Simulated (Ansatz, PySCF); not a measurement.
Species: hydroxy(trisilyl)silane, H₁₀Si₄O, charge 0, multiplicity 1. SMILES: O[Si]([SiH3])([SiH3])[SiH3]
Geometry: optimised at B3LYP-D3(BJ)/def2-TZVP (Ansatz, a quantum-chemistry and plane-wave program).

PBE/6-31G* beside other levels, property by property. Conventions: UHF or UKS for open shells; 6-31G* and kin with 6d, 5d where marked; atomisation electronic, to ground-state atoms; spin-orbit terms left out; no dispersion term unless named; valence correlation only; non-relativistic. CBS(X,Y): correlation extrapolated as X^-3; Hartree-Fock from the larger set. Ab initio and DFT rows: single points at B3LYP-D3(BJ) geometries (Ansatz), with unscaled harmonic terms from B3LYP/6-31G* (Ansatz) at its own minima, enthalpies of formation by atomisation with measured atoms.

Coupled cluster (Ansatz) is a level with limits of its own, used here on species with T1 under 0.025 (0.045 for open shells) and stable references: CCSD(T)/CBS(cc-pV(T+d)Z,cc-pV(Q+d)Z).

| property | PBE/6-31G* (Ansatz) | HF/3-21G (Ansatz) | M06-2X/6-31G* (5d) (PySCF) | MP2/6-31G* (Ansatz) | to compare with |
|---|---|---|---|---|---|
| enthalpy of formation at 298 K (kcal/mol) | -10.2 | 356.6 | -16.6 | 102.1 | -45.8 coupled cluster |
| atomisation energy (kcal/mol) | 1062.1 | 695.2 | 1068.4 | 949.8 | 1097.7 coupled cluster |
| Si-Si bond dissociation enthalpy at 298 K, to O[Si]([SiH3])[SiH3] + [SiH3] (SiH3) (kcal/mol) | 67.6 | 49.2 | 69.3 | 68.2 | 72.8 coupled cluster |

As the rows show:
- enthalpy of formation at 298 K: PBE/6-31G* lies 35.6 kcal/mol above coupled cluster.
- atomisation energy: PBE/6-31G* lies 35.6 kcal/mol below coupled cluster.
- Si-Si bond dissociation enthalpy at 298 K, to O[Si]([SiH3])[SiH3] + [SiH3] (SiH3): PBE/6-31G* lies 5.2 kcal/mol below coupled cluster.

The properties are those with a value to compare with, at most eight drawn at random. No case is left out for the size of its miss. Left out are saddle points of the reference geometry, anions that the best level run finds unbound, excited spin states, species near biochemistry, 298 K rows of species without real B3LYP wavenumbers, cases with under five habitual levels, runs that failed or that the program found above a lower state of the same kind, table entries that another table contradicts, and a share of species set aside by lot.
